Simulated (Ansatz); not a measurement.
## Pressure against volume: FeO

```yaml
crystal:
  lattice:
    - [0.00000, 2.15496, 2.15496]
    - [2.15496, 0.00000, 2.15496]
    - [2.15496, 2.15496, 0.00000]
  atoms:
    - { symbol: Fe, position: [0.00000, 0.00000, 0.00000] }
    - { symbol: O, position: [0.50000, 0.50000, 0.50000] }
```

The cell was built from the rocksalt type and relaxed in the same program, and has space group Fm-3m; it needn't be a known or the stable phase.

Semilocal functionals without U often leave such compounds metallic or with too small a gap, and the real magnetic order may differ.

The magnetic state is the one reached from the start moments; no search over orders was made, so it needn't be the ground state.

Methods: DFT, PBE, all-electron LAPW, scalar-relativistic (Ansatz 0.2.0); DFT, PBE, PAW with Ansatz's default frozen-core files, scalar-relativistic (Ansatz 0.2.0).

For LAPW: a Γ-centred 16×16×16 k mesh, Fermi–Dirac smearing of 0.08 eV, basis error target 1 meV/atom, spin-polarised from start moments Fe1 3 μB. PAW takes a cutoff of 420 eV at this cell. The Ansatz runs share mesh, smearing and spin set-up. Plane-wave (PAW) pressures include the program's estimate of the Pulay term.

The cell above is scaled evenly, with fractional coordinates and shape held.

(1) Estimate the equilibrium volume and bulk modulus that full-potential LAPW gives for this fixed shape.

Answers

(1) V0 = 10.00 Å³/atom, B0 = 183 GPa, B0′ = 4.4, from a third-order Birch–Murnaghan fit to these pressures:
```tsv
V/V(cell)	V (Å³/atom)	P, LAPW (GPa)	P, PAW (GPa)	moment, LAPW (μB)
0.9405	9.412	12.76	12.85	3.99
0.9700	9.707	5.90	5.98	4.00
1.0000	10.007	-0.08	-0.01	4.00
1.0300	10.307	-5.16	-5.09	4.00
1.0600	10.608	-9.45	-9.38	4.00
```
